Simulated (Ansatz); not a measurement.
A calculation with Ansatz (development build ahead of 0.2.0).

```yaml
crystal:
  periodic: [false, false, false]
  atoms:
    - { symbol: C, position_ang: [0.07321, -0.00363, -0.00765] }
    - { symbol: H, position_ang: [0.61624, 0.7956, 0.67125] }
    - { symbol: H, position_ang: [-0.45349, -0.667, 0.70664] }
    - { symbol: H, position_ang: [-0.50558, 0.7826, -0.50746] }
    - { symbol: H, position_ang: [0.51263, -0.75713, -0.68985] }
basis:
  gaussian: { orbitals: def2-SVP }
hamiltonian:
  xc: hf
```

The input is written out in the form of the current development build from the run's settings.

The run gave:

```json
{"Converged": "yes", "Total energy": "-40.14407 hartree", "Spin squared of the determinant": "0.000"}
```
